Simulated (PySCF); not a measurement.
Species: C5H12N (charge +1).
Cartesian coordinates in Å at the GFN2-xTB level; atoms count from 1:
```
atom  x, y, z in Å
C1    -2.1277    0.2581    0.8830
N2    -1.4851   -0.2685   -0.3410
C3    -0.1288    0.2755   -0.5532
C4     0.8350   -0.5116   -1.3896
C5     1.0371   -0.4166    0.0949
C6     2.1626    0.3992    0.6730
H7    -1.5012    0.0393    1.7455
H8    -2.2466    1.3369    0.8023
H9    -3.1061   -0.1955    1.0277
H10   -1.4113   -1.2923   -0.2749
H11   -2.0758   -0.0549   -1.1556
H12   -0.1323    1.3548   -0.6242
H13    1.4978    0.0396   -2.0373
H14    0.5085   -1.4486   -1.8140
H15    0.8124   -1.3081    0.6695
H16    2.3476    1.2868    0.0751
H17    1.9312    0.7048    1.6909
H18    3.0739   -0.1927    0.6964
```

A PySCF run (density fitting, gas phase, GFN2-xTB geometry) gave HOMO -11.55 eV, LUMO -4.93 eV.

Question: Which of these levels was it?
A. PBE0/pcSseg-1
B. PBE0/def2-SVPD
C. PBE0/aug-cc-pVDZ
D. OPBE/pcSseg-1

Answer: D. It is OPBE/pcSseg-1. All candidates on this geometry:

```tsv
level and settings	kind	basis functions	SCF cycles	E (Eh)	HOMO (eV)	LUMO (eV)
OPBE/pcSseg-1, start guess atom	GGA	162	11	-252.1061	-11.55	-4.93
PBE0/aug-cc-pVDZ, grid level 3, start guess huckel	global hybrid	246	12	-251.9609	-12.79	-4.62
PBE0/def2-SVPD	global hybrid	216	12	-251.7697	-12.86	-4.36
PBE0/pcSseg-1	global hybrid	162	12	-251.8983	-12.88	-4.22
```

The nearest other candidate, by the summed differences of HOMO and LUMO, is PBE0/aug-cc-pVDZ: its HOMO differs by -1.24 eV and its LUMO by +0.31 eV. Cycle counts include a coarse-grid stage where the run had one.
